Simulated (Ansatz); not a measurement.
## Nudged elastic band run: C₂H₂ClFS

Input:

```yaml
crystal:
  periodic: [false, false, false]
  atoms:
    - { symbol: F, position_ang: [-1.300569, -0.802024, 0.770528] }
    - { symbol: C, position_ang: [-0.343871, -0.514571, -0.158287] }
    - { symbol: Cl, position_ang: [0.906785, -1.833459, -0.134865] }
    - { symbol: C, position_ang: [0.338796, 0.775129, 0.206936] }
    - { symbol: S, position_ang: [0.584075, 1.997628, -0.82541] }
    - { symbol: H, position_ang: [-0.780413, -0.5045, -1.156945] }
    - { symbol: H, position_ang: [0.656396, 0.813798, 1.252343] }
basis:
  gaussian: { orbitals: "6-31G*" }
hamiltonian:
  xc: b3lyp
neb:
  order_check: false
  images: 9
  f_tol: 0.03
  max_iterations: 35
  initial_path: idpp
  final_atoms:
    - { symbol: F, position_ang: [-1.56790496, -0.47409299, 0.38977126] }
    - { symbol: C, position_ang: [-0.33482238, -0.52186075, -0.15377891] }
    - { symbol: Cl, position_ang: [0.63468996, -1.84054604, 0.65786226] }
    - { symbol: C, position_ang: [0.4312598, 0.76706408, -0.00360249] }
    - { symbol: S, position_ang: [-0.11966848, 2.10191773, 0.7236035] }
    - { symbol: H, position_ang: [-0.4083427, -0.82067181, -1.20473397] }
    - { symbol: H, position_ang: [1.42598776, 0.72019077, -0.45482164] }
```

Run as:

```bash
$ ansatz run input.yaml --threads 1 --pin off --max-ram 2048MiB --backend cpu --events-out ev --progress --plain --runs-dir out
```

Output, in part (warnings, iteration lines, the closing report on the highest movable image, with atoms numbered from 0):

```
NEB end point (image 0): max|allowed force component| = 2.502e-3 eV/Å (the criterion of neb.relax_end_points is 1.000e-2)
NEB end point (image 10): max|allowed force component| = 8.020e-3 eV/Å (the criterion of neb.relax_end_points is 1.000e-2)
NEB iter   1: max|band force component| = 2.193e0 eV/Å  barrier→ = 0.4166 eV  barrier← = 0.3808 eV  Δτ_max = 0.1085 Å  (293 SCF iters)
NEB iter   2: max|band force component| = 8.116e-1 eV/Å  barrier→ = 0.2127 eV  barrier← = 0.1769 eV  Δτ_max = 0.2000 Å  (287 SCF iters)
NEB iter   3: max|band force component| = 1.887e0 eV/Å  barrier→ = 0.2773 eV  barrier← = 0.2414 eV  Δτ_max = 0.0993 Å  (279 SCF iters)
NEB iter   4: max|band force component| = 4.517e-1 eV/Å  barrier→ = 0.1461 eV  barrier← = 0.1103 eV  CI = image 5  Δτ_max = 0.0522 Å  (287 SCF iters)
NEB iter   5: max|band force component| = 1.050e-1 eV/Å  barrier→ = 0.1376 eV  barrier← = 0.1018 eV  CI = image 5  Δτ_max = 0.0227 Å  (288 SCF iters)
NEB iter   6: max|band force component| = 6.094e-2 eV/Å  barrier→ = 0.1377 eV  barrier← = 0.1019 eV  CI = image 5  Δτ_max = 0.0143 Å  (270 SCF iters)
NEB iter   7: max|band force component| = 1.763e-2 eV/Å  barrier→ = 0.1379 eV  barrier← = 0.1021 eV  CI = image 5  Δτ_max = 0.0000 Å  (498 SCF iters)
Total energy: -28180.06348404 eV, -1035.5982319055 hartree
Atom 0 at    -1.538754    -0.539721     0.355901 Å, force    -0.005099    -0.001461     0.004868 eV/Å
Atom 1 at    -0.291140    -0.530965    -0.189246 Å, force     0.015285    -0.005297    -0.001226 eV/Å
Atom 2 at     0.633157    -1.963291     0.424542 Å, force    -0.002921     0.002644    -0.002853 eV/Å
Atom 3 at     0.429924     0.762857     0.164495 Å, force    -0.012225     0.007062    -0.006837 eV/Å
Atom 4 at    -0.160559     2.210602    -0.248329 Å, force     0.006970    -0.004333     0.000498 eV/Å
Atom 5 at    -0.375843    -0.658530    -1.270822 Å, force    -0.003033     0.001131     0.000410 eV/Å
Atom 6 at     1.364414     0.651049     0.717758 Å, force     0.001024     0.000253     0.005141 eV/Å
Dipole moment:     0.199954     0.020290    -0.158935 e Å
```

It converged. A vibrational analysis at the climbing image gives one clearly imaginary mode, 102i cm⁻¹: a first-order saddle point.

Final band (atoms are numbered from 1 in the order of the input):

```
image  path coordinate (Å)  energy (eV)  dihedral H6–C2–C4–H7 (°)
    0                 0.00        0.000                       172
    1                 0.33        0.013                      -175
    2                 0.67        0.047                      -162
    3                 1.00        0.088                      -149
    4                 1.34        0.123                      -134
    5                 1.67        0.138                      -118
    6                 1.95        0.130                      -105
    7                 2.24        0.105                       -92
    8                 2.52        0.073                       -79
    9                 2.80        0.046                       -67
   10                 3.09        0.036                       -56
```

Run time: 4.8 min on 1 thread of Arm Neoverse V1, with other jobs on the host, peak memory 0.18 GiB.
